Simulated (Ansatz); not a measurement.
# Cr (Cr, bcc): the cost of one run

Computed with Ansatz 0.2.0 (DFT BLYP, plane waves (420 eV) with PAW, scalar-relativistic; PAW files made under PBE, frozen cores solved again for the functional, unless a step says otherwise).

## (1) The structure to begin with

The structure is cubic, space group Im-3m (No. 229). Conventional cell: a = 2.884 Å, b = 2.884 Å, c = 2.884 Å, α = 90.00°, β = 90.00°, γ = 90.00°. Cr (site symmetry m-3m) has 8 Cr at 2.50 Å as nearest neighbours.

Structure file:

```
CELL_PARAMETERS angstrom
-1.44195 1.44195 1.44195
1.44195 -1.44195 1.44195
1.44195 1.44195 -1.44195
ATOMIC_POSITIONS crystal
Cr 0.00000 0.00000 0.00000
```

## (2) Relaxation of the cell

Contents of input.yaml:

```yaml
crystal:
  lattice:
    - [-1.44195, 1.44195, 1.44195]
    - [1.44195, -1.44195, 1.44195]
    - [1.44195, 1.44195, -1.44195]
  atoms:
    - { symbol: Cr, position: [0.0, 0.0, 0.0] }
hamiltonian:
  xc: blyp
  pseudopotentials:
    kind: paw
    azcp:
      Cr: "pseudopotentials/Cr.paw.azcp"
basis:
  ecutwfc: 420
  fft_grid_basis: typed
kpoints:
  mp_grid: { grid: [15, 15, 15], shift: [0, 0, 0] }
magnetization:
  spin_polarized: false
scf:
  occupations: { method: fermi_dirac, width: 0.1 }
relax:
  max_steps: 60
  f_tol: 0.01
  cell: {}
```

**Question.** How long does this run take on 1 thread of an x86-64 CPU, shared host, and how much memory does it need?

About 6.1 s, with a peak of 0.51 GiB.
